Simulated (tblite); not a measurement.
Question: Write Cartesian coordinates for `SC1C[C](C)C1` [radical] as optimised with GFN2-xTB. (Doublet state.)

Answer: 
```xyz
15
C5H9S angstrom
C      2.1854   -0.1377    0.0232
C      0.7378    0.1234   -0.0231
C     -0.4044   -0.7037   -0.5077
C     -1.3474    0.3081    0.1703
S     -2.4837   -0.3800    1.4231
C     -0.1329    1.0407    0.7659
H      2.7382    0.7932    0.1464
H      2.5147   -0.6318   -0.8906
H      2.4554   -0.7916    0.8639
H     -0.5200   -0.7991   -1.5919
H     -0.4559   -1.7110   -0.0774
H     -1.9392    0.9100   -0.5179
H     -3.2359   -1.0553    0.5561
H     -0.0484    0.9354    1.8540
H     -0.0681    2.1073    0.5319
```

Any rigid rotation of these coordinates is as good. Atoms count from 1 in this order. The 5 C–C bonds span 1.472 Å (C1–C2, drawn single) to 1.540 Å (C3–C4, drawn single), a spread of 0.068 Å. S5 (sulfur bonded to C and H) is bent (angle 95.5°). C2 (carbon bonded to 3 C) is almost planar (angles 131.8°, 131.7° and 93.8°, sum 357.3°, 0.14 Å off the plane of its three neighbours). The 4-membered ring C2–C3–C4–C6 has internal angles of 87.8° to 93.8°; it is slightly puckered (a soft mode that the optimisation may not have finished), 0.04 Å rms from its mean plane, widest ring torsion 6°.

Bonds between heavy atoms (Å): C1–C2 1.472, C2–C3 1.491, C3–C4 1.540, C4–S5 1.826, C4–C6 1.538, C2–C6 1.491.

Structure optimised with GFN2-xTB, isolated species. This method treats the open shell by occupation alone, without spin polarisation.

Its GFN2-xTB frequencies are all real (lowest 36 cm⁻¹). Torsions: C3–C4–S5–H -69°.

Time: 0.18 s wall. Hardware: one thread, Arm Neoverse V1 (aarch64), no GPU, shared host with 32 logical CPUs at a one-minute load of 40. These figures are those of the optimisation.

One conformer stands for the species.

The numbers are calculated, not measured.
